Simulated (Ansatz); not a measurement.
Scan of H2Ge–N, quartet

Starting geometry (PBE0/def2-TZVP stationary point for this spin, not checked as a minimum):

```csv
atom,x (Å),y (Å),z (Å)
Ge,-0.0346,0.0000,0.2958
N,0.0724,0.0000,-1.6458
H,0.7424,-1.2582,0.7751
H,0.7424,1.2582,0.7751
```

From there N2 moves along the line of the two atoms named below, all else staying in place; atoms are numbered as listed. Energies are in eV, counted from the starting geometry at the same level.

Basis cc-pVDZ; Ansatz 0.2.0. Only valence electrons are correlated (noble-gas cores and the filled d shells of p-block atoms frozen). Prefix R: restricted or restricted open-shell reference; prefix U: unrestricted. Active spaces: valence = (11e, 10o) chosen from the atoms' valence shells. No spin–orbit coupling is included, and no scalar relativity.

Unrestricted rows (U) aren't spin-pure: their determinants' ⟨S²⟩ exceeds S(S+1) by up to 0.44, so they mix in states of higher spin. HF rows are the lowest solutions found. Coupled cluster chose its determinant by trial CCSD, here up to 0.34 eV above the lowest Hartree–Fock solution of its kind, and MP2 stands on that determinant too. Runs in a small pair space aren't shown, since their orbitals change along the scan. A value is left out where its run failed or describes another state than the reference as far as symmetry and spin tell, or, spin-broken singlets apart, can't be checked.

Full CI isn't at hand for all of this; UCCSDT(Q) serves as the reference, and is uncertain by about the last step of the cluster series. The frozen core follows each run's orbitals, which can shift R against U totals by a few meV for light atoms and by up to 0.1 eV past Ca.

| distance Ge1-N2 (Å) | UCCSDT(Q) | error RHF | error RMP2 | error RCCSD(T) | error UCCSDT | error CASSCF (valence space) | error MRCISD+Q (valence space) |
| --- | --- | --- | --- | --- | --- | --- | --- |
| 1.531 | 2.880 | -0.067 | -0.004 | 0.002 | -0.001 | 0.050 | 0.002 |
| 1.760 | 0.477 | -0.103 | -0.040 | -0.003 | -0.001 | 0.011 | -0.001 |
| 1.945 | 0.000 | 0.000 | 0.000 | 0.000 | 0.000 | 0.000 | 0.000 |
| 2.106 | 0.031 | 0.142 | 0.065 | 0.006 | 0.001 | -0.008 | 0.000 |
| 2.431 | 0.467 | – | 0.278 | 0.021 | 0.002 | -0.052 | -0.005 |
| 2.721 | 0.775 | -0.278 | 0.280 | 0.021 | -0.001 | -0.122 | -0.004 |
| 3.064 | 0.893 | -0.532 | 0.107 | -0.011 | -0.004 | -0.240 | -0.006 |
| 3.637 | 0.901 | -0.623 | 0.064 | -0.022 | -0.006 | -0.308 | -0.026 |
| 4.302 | 0.905 | -0.644 | 0.060 | -0.023 | -0.006 | -0.325 | -0.029 |
| 5.345 | 0.912 | -0.650 | 0.059 | -0.023 | -0.006 | -0.331 | -0.029 |
| 6.500 | 0.914 | -0.651 | 0.059 | -0.023 | -0.006 | -0.331 | -0.030 |

Errors are those of relative energies. In total energy the starting point itself misses UCCSDT(Q) by: RHF 6.148, RMP2 1.194, RCCSD(T) 0.045, UCCSDT 0.009, CASSCF (valence space) 4.511, MRCISD+Q (valence space) 0.018 eV.

Spread of the error over the points with a reference, to 6.500 Å (largest less smallest): UCCSDT 0.008, MRCISD+Q (valence space) 0.031, RCCSD(T) 0.043, RMP2 0.320, CASSCF (valence space) 0.381, RHF 0.793 (10 of 11 points) eV.

Going outwards, the relative energy of RMP2 first misses by more than 0.043 eV (1 kcal/mol) at 2.106 Å.

Going outwards, the relative energy of CASSCF (valence space) first misses by more than 0.043 eV (1 kcal/mol) at 2.431 Å.

MRCISD+Q (valence space) stays parallel to the reference within 0.031 eV over the points shown. CASSCF lacks dynamic correlation, of which the bound molecule has more, so its curve rises 0.331 eV too little out to 6.500 Å.
